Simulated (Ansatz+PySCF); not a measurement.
A calculation with PySCF 2.14.0.

```python
from pyscf import gto, scf, mp

# the (T+d) and (D+d) sets load through basis_set_exchange
mol = gto.M(atom="""
Si 0.000000 -0.517620 0.000000
H 0.000000 0.258810 1.329230
H 0.000000 0.258810 -1.329230
""", basis={'H': 'cc-pvtz', 'Si': 'cc-pv(t+d)z'}, charge=1, spin=1)
mf = scf.UHF(mol)
mf.kernel()
pt = mp.MP2(mf, frozen=5).run()
print(mf.e_tot, pt.e_corr, pt.e_tot)
```

The script is written out from the run's settings.

The run gave:

* Converged: yes
* Reference energy: -289.73909 hartree
* Correlation energy: -0.07575 hartree
* Total energy: -289.81484 hartree
* Spin squared of the determinant: 0.758
